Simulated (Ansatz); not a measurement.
CH3AlN, that is [Al(CN)H3]- with one electron fewer. Total charge 0; doublet. Geometry r2SCAN-D4/def2-TZVPD, that of the charge -1 singlet; atoms count from 1.

```xyz
6

Al   -0.184    0.608   -0.001
C     0.395   -1.331   -0.005
N     0.739   -2.441    0.004
H    -0.026    1.135    1.528
H    -1.730    0.639   -0.502
H     0.806    1.391   -1.025
```

Problem. Estimate the Mulliken populations from the PBE0/def2-TZVPD orbitals of Ansatz.

Solution. 
| atom | charge (e) | spin (α − β) |
| --- | --- | --- |
| Al1 | 0.28 | 0.14 |
| C2 | -0.05 | 0.00 |
| N3 | -0.21 | 0.13 |
| H4 | 0.09 | 0.44 |
| H5 | -0.05 | 0.15 |
| H6 | -0.05 | 0.15 |
Mulliken values depend strongly on the basis. With diffuse functions, as here, like atoms can get unlike values, and bond orders can come out too low or too high.

Problem. Where does the spin sit?

Solution. Summed by element: Al 0.14, C 0.00, N 0.13, H 0.74, of 1 unpaired in all. Largest on single atoms: H4 0.44, H6 0.15, H5 0.15.

Problem. And the Mayer bond orders between heavy atoms (over 0.3)?

Solution. Al1–C2 0.92 (2.02 Å); C2–N3 2.44 (1.16 Å).
